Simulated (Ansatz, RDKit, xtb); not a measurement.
# Isomers of C2H3ClO, a sample narrowed down

A sample of isomers of C2H3ClO is drawn. Aim: find which of them has the lowest free energy at 298.15 K, then its properties. The sample is small against all isomers, and the most stable one of this formula need not be in it.

The funnel: GFN2-xTB relaxations, single points with a density functional, relaxations at PBE-D3(BJ)/def2-SVP, harmonic vibrations, and a last energy at a higher level. All values are calculated.

### 1 Possible bonding patterns

Isomers were taken from a list of plausible structures; this is a sample, not all of them. That gives 3 candidates.

```tsv
label	SMILES	spin
c561	C=C(O)Cl	singlet
c931	O/C=C/Cl	singlet
c974	O/C=C\Cl	singlet
```

Candidates are built by distance geometry, with a force field where one applies, in up to four conformers (letters a to d).

**Question.** With final energies at CCSD(T)/def2-TZVP, which structure will this search put lowest in free energy, and by what margin?

| quantity | value |
| --- | --- |
| lowest structure found | C=C(O)Cl, singlet, Cs |
| next finalist | O/C=C\Cl, singlet, 4.2 kcal/mol higher in G |
| share at equilibrium, among the finalists | 99.9 % |
| harmonic wavenumbers, lowest and highest (PBE-D3(BJ)/def2-SVP) | 121 and 3712 cm⁻¹ |
| rotational constants, same geometry | 0.3434, 0.1679, 0.1128 cm⁻¹ |

`C=C(O)Cl` comes out lowest. Among the finalists first place is clear (4.2 kcal/mol); structures outside the list aren't covered. GFN2-xTB, HF/STO-3G, r2SCAN-D4/def2-SVP, PBE-D3(BJ)/def2-SVP, HF/def2-TZVP and MP2/def2-TZVP already put its bonding pattern lowest among the structures in one piece. Lowest found is not proven lowest: the search is finite, and each finalist counts with one conformer. Only 3 drawn patterns were tried, so whole families of isomers are missing, and the result ranks this sample alone. The lowest isomer need not be the one that is made and kept in a bottle, which depends on barriers.
